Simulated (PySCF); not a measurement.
# SiH⁺: the SCF solver's settings

Do solver options change the result for SiH⁺, or only the number of cycles?

The runs use PySCF 2.14.0; each script names its method and basis.

1 further run of the same task is left out (it didn't finish).

## (1) The system as given

SiH⁺: 2 atoms, charge 1, spin multiplicity 1.

Bond lengths: Si1–H2 1.535 Å.

## (2) The run that the others are compared with

The input, input.py:

```python
from pyscf import gto, scf, cc

mol = gto.M(
    atom='Si 0 0 0; H 0 0 1.535',
    basis='cc-pvtz-dk',
    charge=1,
    spin=0,
    verbose=4,
)
mf = scf.UHF(mol)
mf = mf.sfx2c1e()
mf = mf.density_fit(auxbasis='def2-universal-jkfit')
mf.kernel()
mycc = cc.CCSD(mf, frozen=5)
mycc.kernel()
mycc.ccsd_t()
mf.dip_moment()
print('orbital energies (hartree):', [e[max(0, n-3):n+3].round(4) for e, n in zip(mf.mo_energy, mol.nelec)])
```

Run with:

```bash
$ python input.py
```

The log of this run is left out.

Base result: E(SCF) = -289.766478 Eh, 8 cycles, E(CCSD) − E(SCF) = -0.09228 Eh, (T) = -0.00162 Eh.

The bond length is a typed value, not an optimised one. The dipole of an ion depends on the origin.

## (3) DIIS space 20

Variant 1 changes DIIS space: default → 20.

The input, input.py:

```python
from pyscf import gto, scf, cc

mol = gto.M(
    atom='Si 0 0 0; H 0 0 1.535',
    basis='cc-pvtz-dk',
    charge=1,
    spin=0,
    verbose=4,
)
mf = scf.UHF(mol)
mf = mf.sfx2c1e()
mf = mf.density_fit(auxbasis='def2-universal-jkfit')
mf.diis_space = 20
mf.kernel()
mycc = cc.CCSD(mf, frozen=5)
mycc.kernel()
mycc.ccsd_t()
mf.dip_moment()
print('orbital energies (hartree):', [e[max(0, n-3):n+3].round(4) for e, n in zip(mf.mo_energy, mol.nelec)])
```

Run with:

```bash
$ python input.py
```

## (4) Second-order solver on

Variant 2 changes second-order solver: off → on.

Changes to input.py since step 2:

```diff
@@ -12,2 +12,3 @@
 mf = mf.density_fit(auxbasis='def2-universal-jkfit')
+mf = mf.newton()
 mf.kernel()
```

## (5) Initial guess huckel

Variant 3 changes initial guess: minao → huckel.

Changes to input.py since step 2:

```diff
@@ -12,2 +12,3 @@
 mf = mf.density_fit(auxbasis='def2-universal-jkfit')
+mf.init_guess = 'huckel'
 mf.kernel()
```

## (6) DIIS space off

Variant 4 changes DIIS space: default → off.

Changes to input.py since step 2:

```diff
@@ -12,2 +12,3 @@
 mf = mf.density_fit(auxbasis='def2-universal-jkfit')
+mf.diis = False
 mf.kernel()
```

**Question.** What will these runs give? Wanted: for each run, E(SCF); from base; gap; after the SCF.

As calculated:

| run | E(SCF) (hartree) | from base (eV) | cycles | gap (eV) | after the SCF |
| --- | --- | --- | --- | --- | --- |
| base | -289.766478 | 0 | 8 | 11.05 | CCSD(T) correlation -2.555 eV, core frozen |
| DIIS space 20 | -289.766478 | 0.0000 | 8 | 11.05 | CCSD(T) correlation -2.555 eV, core frozen |
| second-order solver on | -289.766478 | 0.0000 | 3 macro | 11.05 | CCSD(T) correlation -2.555 eV, core frozen |
| initial guess huckel | -289.766478 | 0.0000 | 9 | 11.05 | CCSD(T) correlation -2.555 eV, core frozen |
| DIIS space off | -289.766478 | 0.0000 | 10 | 11.05 | CCSD(T) correlation -2.555 eV, core frozen |

Distance from each run's final energy (log10 hartree) by cycle:

| run | cycle 1 | cycle 2 | cycle 3 | cycle 5 | cycle 8 | cycle 12 |
| --- | --- | --- | --- | --- | --- | --- |
| base | -1.5 | -2.9 | -4.0 | -7.1 | -10.2 | done |
| DIIS space 20 | -1.5 | -2.9 | -4.0 | -7.1 | -10.2 | done |
| second-order solver on | -6.5 | < -11 | < -11 | done | done | done |
| initial guess huckel | -2.3 | -3.4 | -4.2 | -5.2 | -9.9 | done |
| DIIS space off | -1.5 | -2.9 | -4.0 | -6.0 | -8.7 | done |

In words: With DIIS space 20 or second-order solver on or initial guess huckel or DIIS space off the SCF ends at the base energy. With DIIS space 20, initial guess huckel, DIIS space off the path hardly changes: 8 to 10 cycles against 8. The cycles with DIIS space 20 repeat those of the base digit for digit, so the setting never acted.
